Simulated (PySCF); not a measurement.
Thiopropynal, C₃H₂S.
Atom-mapped SMILES: `[CH:1]#[C:2][CH:3]=[S:4]` (hydrogens: H5 on C1; H6 on C3)

Method used: PBE0/6-31+G* geometry optimisation, gas phase in PySCF.

Problem. What internal coordinates does the optimisation give?

Solution. 
| bond | length (Å) | order |
| --- | --- | --- |
| C1≡C2 | 1.214 | triple |
| C2–C3 | 1.412 | single |
| C3=S4 | 1.630 | double |
| C1–H5 | 1.069 | single |
| C3–H6 | 1.094 | single |

Orders are formal, as drawn. A selection of angles:
| angle | degrees |
| --- | --- |
| C2–C1–H5 | 178.2 |
| C1–C2–C3 | 178.2 |
| C2–C3–S4 | 125.2 |
| C2–C3–H6 | 114.9 |
| S4–C3–H6 | 119.9 |

The C–C distances run from 1.214 Å (C1≡C2, drawn triple) to 1.412 Å (C2–C3, drawn single), a spread of 0.198 Å. The 4 heavy atoms lie in one plane (0.000 Å rms).

Point group: Cs (tolerance 0.08 Å). No frequency check.
